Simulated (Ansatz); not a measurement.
# AlO+ (triplet): from Hartree-Fock to the top rungs at distance Al1–O2 = 1.389 Å, 6-31G

Aim: climb from Hartree-Fock through coupled cluster and multireference methods for AlO+ (triplet) at one geometry and basis, and see what each rung misses.

Computed with Ansatz 0.2.0, Gaussian basis. Level: 6-31G, core rule «outside noble gas», up to 6 orbitals frozen.

The runs, in order: UHF; CCSD(T) on ROHF; CCSD(T) on UHF; BCCD(T) on ROHF; CISD; CCSDT(Q) on ROHF; CCSDT(Q) on UHF; CISDTQ; CCSDTQ on ROHF; CCSDTQ on UHF; CASSCF and MRCISD+Q, 4 electrons in 4 orbitals; CASSCF and NEVPT2, 4 electrons in 4 orbitals; Full CI.

38 further runs of the same task are left out: 18 for a known fault of the program, 17 that didn't finish, 3 set aside as unsound or not needed.

### 1 The geometry

The geometry derives from a PBE0/def2-TZVP stationary point (not a proven minimum). One bond is set to the value named and the two fragments are kept rigid.

2 atoms, charge 1, spin multiplicity 3.

Atoms are counted from 1 here; the program's logs count them from 0.

Bond lengths: Al1–O2 1.389 Å.

### 2 UHF

File in.yaml:

```yaml
crystal:
  periodic: [false, false, false]
  atoms:
    - {symbol: Al, position_ang: [0.000000, 0.000000, 0.000000]}
    - {symbol: O, position_ang: [0.000000, 0.000000, 1.389000]}
basis:
  gaussian: {orbitals: 6-31G}
total_charge: 1
magnetization: {spin_polarized: true, initial_magnetization: 2}
hamiltonian: {xc: hf}
output: {orbitals: {seedname: orbitals}}
```

Run with:

```bash
> ansatz run in.yaml --threads 1 --pin off --events-out ev --progress --plain --max-ram 2393MiB
```

The runs that follow: CCSD(T) on ROHF; CCSD(T) on UHF; BCCD(T) on ROHF; CISD; CCSDT(Q) on ROHF; CCSDT(Q) on UHF; CISDTQ; CCSDTQ on ROHF; CCSDTQ on UHF; CASSCF and MRCISD+Q, 4 electrons in 4 orbitals; CASSCF and NEVPT2, 4 electrons in 4 orbitals; Full CI.

Before running them: what should the planned runs give, taken together? Wanted: FCI below the RHF energy; RMP2 from FCI; UMP2 from FCI; RCCSD from FCI; RCCSD(T) from FCI; UCCSD(T) from FCI; RCCSDT(Q) from FCI; UCCSDT(Q) from FCI; NEVPT2 pair from FCI.

**Answer**, as computed:

| quantity | value |
| --- | --- |
| FCI below the RHF energy | -2.8921 eV |
| RMP2 from FCI | +329.7 meV |
| UMP2 from FCI | +322.7 meV |
| RCCSD from FCI | +76.8 meV |
| RCCSD(T) from FCI | +17.2 meV |
| UCCSD(T) from FCI | +16.2 meV |
| RCCSDT(Q) from FCI | +0.2 meV |
| UCCSDT(Q) from FCI | -2.4 meV |
| NEVPT2 pair from FCI | +268.6 meV |
| MRCISD+Q pair from FCI | +44.9 meV |
| levels within 1 kcal/mol (43 meV) | RCCSD(T), UCCSD(T), BCCD(T), RCCSDT, UCCSDT, CISDTQ, RCCSDT(Q), UCCSDT(Q), RCCSDTQ, UCCSDTQ |
| T1 diagnostic | 0.021 |
| effectively unpaired electrons | 2.02 |

What this shows: RCCSD(T) lands +17.2 meV from the yardstick (0.6 % of the correlation energy). UCCSDT(Q) falls below full CI: unrestricted runs freeze a spin-polarised core, another one than full CI's, and coupled cluster isn't variational. One determinant dominates. Of the multireference levels listed MRCISD+Q pair comes nearest in total energy (+44.9 meV), which doesn't show that its space is the better one. These misses are within one basis, not against nature; the frozen cores of restricted and unrestricted runs differ, which can shift their rows.
